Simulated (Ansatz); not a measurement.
This geometry of CH₆B₂ (9 atoms, charge 0, multiplicity 1) is a first-order saddle point.

These are results of RKS B3LYP-D4/def2-SVP in Ansatz 0.2.0, not measurements.

```xyz
9
Properties=species:S:1:pos:R:3
B -0.619 0.786 -1.293
B 0.314 0.515 0.163
C 0.262 -0.832 0.946
H -1.422 -0.031 -1.690
H -0.512 1.786 -1.963
H 1.093 1.360 0.554
H -0.652 -1.431 0.813
H 1.075 -1.413 0.445
H 0.550 -0.786 2.008
```

Problem. Which two structures does it join? (They come from a converged band through this point; their orientation in space is the band's.)

Solution. No bond is made or broken. The dihedral H5–B1–B2–C3 goes from 93 to -89°. The two ends are copies of one structure, up to a mirror image or an exchange of like atoms.

First end point:

```xyz
9
Properties=species:S:1:pos:R:3
B -0.705 0.807 -1.220
B 0.286 0.447 0.054
C 0.344 -0.886 0.887
H -0.403 0.563 -2.367
H -1.769 1.366 -1.064
H 1.084 1.313 0.370
H -0.437 -1.631 0.676
H 1.327 -1.352 0.676
H 0.360 -0.673 1.971
```

Last end point:

```xyz
9
Properties=species:S:1:pos:R:3
B -0.702 0.805 -1.222
B 0.280 0.448 0.059
C 0.342 -0.885 0.891
H -1.768 1.363 -1.078
H -0.388 0.562 -2.367
H 1.071 1.319 0.379
H -0.442 -1.629 0.685
H 1.322 -1.351 0.660
H 0.375 -0.679 1.975
```

Problem. How far does it lie above each of them?

Solution. 0.54 eV above the first and 0.54 eV above the second. This is the barrier of this one path; another mechanism may lie lower.

The run took 2.4 min on 1 thread of Arm Neoverse V2, on a shared host, peak memory 0.12 GiB.
